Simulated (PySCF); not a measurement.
Compound: C6H8.
Atom-mapped SMILES: `[CH:1]#[C:2][C@@H:3]1[CH2:4][C@@H:5]1[CH3:6]`

Structure used (GFN2-xTB), in Å, numbered top down from 1:
```xyz
14
C6H8 angstrom
C      2.152   -0.873    1.254
C      1.541   -0.294    0.402
C      0.805    0.396   -0.609
C     -0.200    1.447   -0.204
C     -0.677    0.146   -0.768
C     -1.378   -0.847    0.122
H      2.696   -1.379    1.994
H      1.380    0.577   -1.511
H     -0.270    2.342   -0.805
H     -0.338    1.617    0.853
H     -1.051    0.160   -1.786
H     -1.288   -1.853   -0.284
H     -0.939   -0.840    1.117
H     -2.436   -0.601    0.203
```

NICS = −σ at a ghost point: NICS(0) at the centroid of the ring atoms, NICS(1) 1 Å to either side along the normal of their mean plane, zz for the tensor component along that normal. Level: GIAO PBE0/pcSseg-1 (PySCF, non-relativistic, gas phase) on the GFN2-xTB geometry, one conformer.

Ring bond lengths (Å), with Mayer bond orders in brackets: C3–C4 1.509 (0.92), C4–C5 1.496 (0.95), C5–C3 1.511 (0.90).

Question: Give the NICS values of each ring in ppm.

Answer: 
```json
{"ring": "C3–C4–C5", "type": "3-membered carbocycle; formal bonds all single", "NICS(0)": "-43.9", "NICS(1), two faces": "-8.8 / -8.5", "NICS(1)zz, two faces": "-24.2 / -19.8", "rms pucker (Å)": "0.00", "centre to ring atoms, mean (Å)": "0.87"}
```

Question: What do they say, and how far can they be read as aromaticity?

Answer: 
- C3–C4–C5: mean NICS(1)zz -22.0 ppm, shielded. C3, C4, C5 have four or more neighbours; no verdict on aromaticity is drawn. The two faces differ by 4.4 ppm, so no symmetry operation interchanges them. NICS(0) lies 35 ppm below the mean NICS(1).

Question: What field does 1 T along the ring normal induce along that normal at the first NICS(1) probe listed for ring C3–C4–C5, 1 Å off the ring?

Answer: NICSzz × B0 = -24.2 ppm × 1 T = -24 μT, against the applied field.

Question: List the ring angles and the Hirshfeld charges of the ring atoms.

Answer: 
- C3–C4–C5: C3 59.4° (-0.032 e), C4 60.4° (-0.082 e), C5 60.3° (-0.025 e); sum 180.0° against 180° for a flat convex ring.

Question: How shielded are the nuclei of the rings and their hydrogens (means over atoms taken as equivalent)?

Answer: 
```
atoms                 environment  σ isotropic (ppm)
   C3          propargylic carbon              178.7
   C4  three-membered-ring carbon              169.3
   C5  three-membered-ring carbon              170.7
   H8            methine hydrogen              30.26
   H9          methylene hydrogen              30.88
  H10          methylene hydrogen              31.55
  H11            methine hydrogen              30.76
```
